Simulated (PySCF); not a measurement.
## PH3: calculation against experiment

**Measured values to compare with.**

NIST CCCBDB Release 22 (SRD 101), experimental dipoles lists, for the gas: dipole moment (microwave Stark effect) 0.58 D.

The runs below try to reproduce these values; the comparison stands at the end.

Compound: PH3.
SMILES with atom numbers: `[PH3:1]` (hydrogens: H2, H3, H4 on P1)

Structure used (PBE0-D3(BJ)/def2-SVP), in Å, numbered top down from 1:
```xyz
4
PH3 angstrom
P      0.0256   -0.0410    0.4763
H     -0.5990    1.0211   -0.2472
H      1.1993   -0.0042   -0.3374
H     -0.5896   -1.0495   -0.3272
```

The PySCF runs (gas phase, on this PBE0-D3(BJ)/def2-SVP geometry; no spin–orbit coupling):

```
                             level                                                           job  basis functions  wall time
PBE0-D3(BJ)/def2-SVP, grid level 1  geometry optimisation from a GFN2-xTB start shaken at random               33      1.0 s
```

Hardware: Arm Neoverse V2, one thread, no GPU, shared host.

Results beside the measurements:

**Dipole moment.** Measured: 0.58 D (NIST CCCBDB Release 22 (SRD 101), experimental dipoles).

| level | computed (D) | computed − measured (D) | % (from the printed values) |
| --- | --- | --- | --- |
| PBE0-D3(BJ)/def2-SVP | 0.91 | +0.33 | +57 |

The computed dipoles belong to one fixed geometry; measured ones are averaged over vibrations unless marked μe. Magnitudes are compared, not signs.

No measured geometry was used, and the causes of the misses weren't examined.
